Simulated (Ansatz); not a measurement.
fcc Rh, treated with PBE in Ansatz (plane waves, PAW).

Settings: plane-wave cutoff 520 eV, 20×20×20 k mesh, Fermi–Dirac smearing 0.1 eV, perturbation theory, no spin polarisation, scalar-relativistic PAW data made under PBE.

The cell has the measured lattice parameters. Conventional cell: a = 3.8034 Å, b = 3.8034 Å, c = 3.8034 Å, α = 90.00°, β = 90.00°, γ = 90.00°.

Harmonic phonon frequencies (cm⁻¹; i marks an imaginary mode):

| q point | frequencies |
|---|---|
| X | 186 186 235 |
| L | 138 138 247 |
| W | (withheld) |

**Question.** Complete the blanks.

**Answer.** 
- W, frequencies: 184 205 205

No imaginary mode appears at these points.

Note: the cell isn't this level's own, so it is under some stress, which shifts stiffness and frequencies.

Ansatz is a first-principles code.
